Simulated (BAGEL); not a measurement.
**singlet AlNH3O+, step by step**

We compute the energy (singlet AlNH3O+, HF/6-31G*), then the energy (doublet AlNH3O, NEVPT2(3,3)/6-31G*), then a single-point energy (doublet AlNH3O, CASPT2(3,3)/6-31G*) of AlH3NO. 

The calculation is run with BAGEL 1.2.2.

**1. The system as given**

The species is AlNH3O+ (6 atoms), meant as a singlet with charge +1. As SMILES of the parent species, `[NH2][Al][OH]`. The N1–H4 distance was set to 1.916 Å, away from the relaxed value. That shape belongs to the parent species and isn't relaxed for this state. At this shape a bond of the SMILES string is far longer than usual.

Bond lengths: N1–Al2 1.769 Å, Al2–O3 1.705 Å, N1–H5 1.006 Å, O3–H6 0.956 Å. Angles: N1–Al2–O3 116.1°, Al2–N1–H5 125.0°, Al2–O3–H6 122.8°.

**2. A single-point energy at HF/6-31G(d) (density fitting with svp-jkfit, spherical functions) (run 1)**

calc.json

```json
{ "bagel": [

{
  "title": "molecule",
  "basis": "6-31gs.json",
  "df_basis": "svp-jkfit",
  "angstrom": "true",
  "geometry": [
    { "atom": "N", "xyz": [      -0.464515,       1.017662,      -0.854045 ] },
    { "atom": "Al", "xyz": [       1.054585,       1.378762,      -0.022545 ] },
    { "atom": "O", "xyz": [       1.653485,       0.158962,       1.007955 ] },
    { "atom": "H", "xyz": [      -1.434300,      -0.623600,      -0.657200 ] },
    { "atom": "H", "xyz": [      -0.935315,       1.639062,      -1.490045 ] },
    { "atom": "H", "xyz": [       2.465085,       0.252362,       1.503555 ] }
  ]
},

{
  "title": "hf",
  "charge": 1
},

{
  "title": "print",
  "file": "orbitals.molden",
  "orbitals": "true"
}

]}
```

The basis set 6-31G* is read from a file made from the Basis Set Exchange's data (not shown).

Run with:

```sh
$ BAGEL_NUM_THREADS=1 BAGEL calc.json > calc.out
```

The program printed:

```text
* using 1 threads per process

  ===============================================================
  ===============================================================

  *** Geometry ***

  { "atom" : "N", "xyz" : [     -0.877806,      1.923102,     -1.613911 ] },
  { "atom" : "Al", "xyz" : [      1.992877,      2.605483,     -0.042604 ] },
  { "atom" : "O", "xyz" : [      3.124634,      0.300395,      1.904759 ] },
  { "atom" : "H", "xyz" : [     -2.710434,     -1.178433,     -1.241928 ] },
  { "atom" : "H", "xyz" : [     -1.767489,      3.097378,     -2.815777 ] },
  { "atom" : "H", "xyz" : [      4.658336,      0.476895,      2.841307 ] },

  Number of auxiliary basis functions:      336

  Since a DF basis is specified, we compute 2- and 3-index integrals:
    o Being stored without compression. Storage requirement is 0.007 GB

  Number of basis functions:       52
  Number of electrons      :       31

    * METHOD: MOLECULE                             0.06

  *** RHF ***

  === Nuclear Repulsion ===
    91.0526726319

      * DIIS with orbital gradients will be used.

  === RHF iteration (6-31gs.json) ===
      0       -372.18621674          0.04055307           0.01
      1       -372.30898706          0.03506348           0.01
      2       -372.53761611          0.00253131           0.01
      3       -372.53965498          0.00158284           0.01
      4       -372.54028908          0.00035336           0.01
      5       -372.54035800          0.00009816           0.01
      6       -372.54036503          0.00002463           0.01
      7       -372.54036546          0.00000789           0.01
      8       -372.54036550          0.00000306           0.01
      9       -372.54036551          0.00000152           0.01
     10       -372.54036551          0.00000058           0.01
     11       -372.54036551          0.00000021           0.01
     12       -372.54036551          0.00000010           0.01
     13       -372.54036551          0.00000005           0.01
     14       -372.54036551          0.00000001           0.01
     15       -372.54036551          0.00000001           0.01
    * SCF iteration converged.

    * Permanent dipole moment:
           (   -0.410433,    -1.349242,     0.421068) a.u.

    * METHOD: HF                                   0.17

    * METHOD: PRINT                                0.00

  ===============================================================
```

Run time: 0.42 s. Hardware: 1 thread of AMD EPYC 9R45 (Zen 5), shared host; peak memory 0.15 GiB.

**3. Doublet neutral AlNH3O: the energy at NEVPT2(3,3)/6-31G(d) (density fitting with svp-jkfit, spherical functions) (run 2)**

job.json

```json
{ "bagel": [

{
  "title": "molecule",
  "basis": "6-31gs.json",
  "df_basis": "svp-jkfit",
  "angstrom": "true",
  "geometry": [
    { "atom": "N", "xyz": [      -0.464515,       1.017662,      -0.854045 ] },
    { "atom": "Al", "xyz": [       1.054585,       1.378762,      -0.022545 ] },
    { "atom": "O", "xyz": [       1.653485,       0.158962,       1.007955 ] },
    { "atom": "H", "xyz": [      -1.434300,      -0.623600,      -0.657200 ] },
    { "atom": "H", "xyz": [      -0.935315,       1.639062,      -1.490045 ] },
    { "atom": "H", "xyz": [       2.465085,       0.252362,       1.503555 ] }
  ]
},

{
  "title": "hf",
  "charge": 1
},

{
  "title": "casscf",
  "nstate": 1,
  "nact": 3,
  "nclosed": 14,
  "nspin": 1,
  "active": [14, 16, 17],
  "maxiter": 200,
  "natocc": "true"
},

{
  "title": "nevpt2",
  "nstate": 1,
  "nact": 3,
  "nclosed": 14,
  "nspin": 1,
  "active": [14, 16, 17],
  "maxiter": 200,
  "natocc": "true",
  "ncore": 7
},

{
  "title": "print",
  "file": "orbitals.molden",
  "orbitals": "true"
}

]}
```

The basis set 6-31G* is read from a file made from the Basis Set Exchange's data (not shown).

Run with:

```sh
$ BAGEL_NUM_THREADS=1 BAGEL job.json > job.out
```

The program printed:

```text
* using 1 threads per process

  ===============================================================
  ===============================================================

  *** Geometry ***

  { "atom" : "N", "xyz" : [     -0.877806,      1.923102,     -1.613911 ] },
  { "atom" : "Al", "xyz" : [      1.992877,      2.605483,     -0.042604 ] },
  { "atom" : "O", "xyz" : [      3.124634,      0.300395,      1.904759 ] },
  { "atom" : "H", "xyz" : [     -2.710434,     -1.178433,     -1.241928 ] },
  { "atom" : "H", "xyz" : [     -1.767489,      3.097378,     -2.815777 ] },
  { "atom" : "H", "xyz" : [      4.658336,      0.476895,      2.841307 ] },

  Number of auxiliary basis functions:      336

  Since a DF basis is specified, we compute 2- and 3-index integrals:
    o Being stored without compression. Storage requirement is 0.007 GB

  Number of basis functions:       52
  Number of electrons      :       31

    * METHOD: MOLECULE                             0.06

  *** RHF ***

  === Nuclear Repulsion ===
    91.0526726319

      * DIIS with orbital gradients will be used.

  === RHF iteration (6-31gs.json) ===
      0       -372.18621674          0.04055307           0.01
      1       -372.30898706          0.03506348           0.01
      2       -372.53761611          0.00253131           0.01
[... 12 lines of this table left out ...]
     15       -372.54036551          0.00000001           0.01
    * SCF iteration converged.

    * Permanent dipole moment:
           (   -0.410433,    -1.349242,     0.421068) a.u.

    * METHOD: HF                                   0.16

  ---------------------------
      CASSCF calculation
  ---------------------------

    ==== Active orbitals : =====
         Orbital 14
         Orbital 16
         Orbital 17
    ============================

    * nstate   :      1
    * nclosed  :     14
    * nact     :      3
    * nvirt    :     35
  === CASSCF iteration (6-31gs.json) ===

    * Using the second-order algorithm

      0  0      -372.85211205     1.30e-02      0.00

      1  0      -372.88974180     1.70e-03      0.04
[... 17 lines of this table left out ...]
     10  0      -372.89027880     5.36e-09      0.03

    * Second-order optimization converged. *

     guess   0:   closed 1..                  open .1.

  === FCI iteration ===

      0  0      -372.81371258     6.11e-02      0.00
      1  0      -372.88792579     1.10e-02      0.00
      2  0      -372.89023574     1.26e-03      0.00
[... 4 lines of this table left out ...]
      7  0 *    -372.89027880     8.34e-16      0.00

     * ci vector, state   0, <S^2> = 0.7500
       2a.    -0.9180580523
       .a2    -0.3187712169
       aba     0.1615802971
       .2a    -0.0821231830
       a.2     0.0808786819
       baa     0.0808217690
       aab     0.0807585281

    * METHOD: CASSCF                               0.43

    * freezing 7 orbitals

  === DF-NEVPT2 calculation ===

    * 3-index integral transformation done
    * assembly done

      NEVPT2 correlation energy:   -0.3614464620      0.02

          (+0)     -0.2842192816
          (+0)'    -0.0204004711
          (+1)     -0.0137769453
          (+1)'    -0.0004045573
          (+2)     -0.0004530752
          (-1)     -0.0385340781
          (-1)'    -0.0013205078
          (-2)     -0.0023375456

      NEVPT2 total energy:       -373.2517252665

    * METHOD: NEVPT2                               0.04

    * METHOD: PRINT                                0.00

  ===============================================================
```

It took 0.88 s on 1 thread of AMD EPYC 9R45 (Zen 5), shared host; peak memory 0.15 GiB.

**4. Doublet neutral AlNH3O: the energy at CASPT2(3,3)/6-31G(d) (density fitting with svp-jkfit, spherical functions) (run 3)**

caspt2.json

```json
{ "bagel" : [

{
  "title" : "molecule",
  "basis" : "6-31gs.json",
  "df_basis" : "svp-jkfit",
  "angstrom" : true,
  "geometry" : [
    { "atom" : "N", "xyz" : [      -0.464515,       1.017662,      -0.854045 ] },
    { "atom" : "Al", "xyz" : [       1.054585,       1.378762,      -0.022545 ] },
    { "atom" : "O", "xyz" : [       1.653485,       0.158962,       1.007955 ] },
    { "atom" : "H", "xyz" : [      -1.434300,      -0.623600,      -0.657200 ] },
    { "atom" : "H", "xyz" : [      -0.935315,       1.639062,      -1.490045 ] },
    { "atom" : "H", "xyz" : [       2.465085,       0.252362,       1.503555 ] }
  ]
},

{ "title" : "hf", "charge" : 1 },

{ "title" : "casscf", "nstate" : 1, "nact" : 3, "nclosed" : 14, "nspin" : 1, "active" : [14, 16, 17], "maxiter" : 200, "natocc" : true },

{ "title" : "print", "file" : "orbitals.molden", "orbitals" : true },

{ "title" : "smith", "method" : "caspt2", "ms" : true, "xms" : true, "sssr" : true, "shift" : 0.2, "shift_imag" : true, "ncore" : 7 }

]}
```

The basis set 6-31G* is read from a file made from the Basis Set Exchange's data (not shown).

Run with:

```sh
$ BAGEL_NUM_THREADS=1 BAGEL caspt2.json > caspt2.out
```

The program printed:

```text
* using 1 threads per process

  ===============================================================
  ===============================================================

  *** Geometry ***

  { "atom" : "N", "xyz" : [     -0.877806,      1.923102,     -1.613911 ] },
  { "atom" : "Al", "xyz" : [      1.992877,      2.605483,     -0.042604 ] },
  { "atom" : "O", "xyz" : [      3.124634,      0.300395,      1.904759 ] },
  { "atom" : "H", "xyz" : [     -2.710434,     -1.178433,     -1.241928 ] },
  { "atom" : "H", "xyz" : [     -1.767489,      3.097378,     -2.815777 ] },
  { "atom" : "H", "xyz" : [      4.658336,      0.476895,      2.841307 ] },

  Number of auxiliary basis functions:      336

  Since a DF basis is specified, we compute 2- and 3-index integrals:
    o Being stored without compression. Storage requirement is 0.007 GB

  Number of basis functions:       52
  Number of electrons      :       31

    * METHOD: MOLECULE                             0.06

  *** RHF ***

  === Nuclear Repulsion ===
    91.0526726319

[... 8 lines left out ...]
    * SCF iteration converged.
[... 1 line left out ...]
    * Permanent dipole moment:
[... 28 lines left out ...]
    * Second-order optimization converged. *
[... 11 lines left out ...]
     * ci vector, state   0, <S^2> = 0.7500
[... 21 lines left out ...]
    * Zeroth order energy : state  0       -0.7636099090

    * CASPT2 iteration is performed using orthogonal basis

      -------------------------------------------  CASPT2 iteration  ---------------------------------------------------
       #      aibj      arbs      arbi      airj      risj      airs      arst      rist         Etot      error   time
      ------------------------------------------------------------------------------------------------------------------

       0  -0.28332  -0.00299  -0.04062  -0.01484  -0.00064  -0.02046  -0.00152  -0.00049   -0.3648678  0.0012513   0.01
       1  -0.28334  -0.00300  -0.04067  -0.01486  -0.00065  -0.02061  -0.00154  -0.00050   -0.3651862  0.0001283   0.01
       2  -0.28334  -0.00300  -0.04067  -0.01487  -0.00066  -0.02062  -0.00154  -0.00050   -0.3651907  0.0000166   0.01
       3  -0.28334  -0.00300  -0.04067  -0.01486  -0.00066  -0.02062  -0.00154  -0.00050   -0.3651907  0.0000019   0.01
       4  -0.28334  -0.00300  -0.04067  -0.01486  -0.00066  -0.02062  -0.00154  -0.00050   -0.3651907  0.0000003   0.01

      ------------------------------------------------------------------------------------------------------------------

    * CASPT2 energy : state  0     -373.2575930643
        w/o shift correction       -373.2554695156
        reference weight              0.8920115319

    * METHOD: SMITH                                0.08

  ===============================================================
```

It took 0.92 s on 1 thread of AMD EPYC 9R45 (Zen 5), shared host; peak memory 0.15 GiB.

**5. What came out**

```
                                   quantity          value
             run 1, HF/6-31G*: total energy  -372.54037 Eh
              run 1, HF/6-31G*: HOMO energy      -15.97 eV
              run 1, HF/6-31G*: LUMO energy       -7.09 eV
            run 1, HF/6-31G*: HOMO–LUMO gap        8.87 eV
doublet neutral AlNH3O, run 2: total energy  -373.25173 Eh
doublet neutral AlNH3O, run 3: total energy  -373.25759 Eh
```
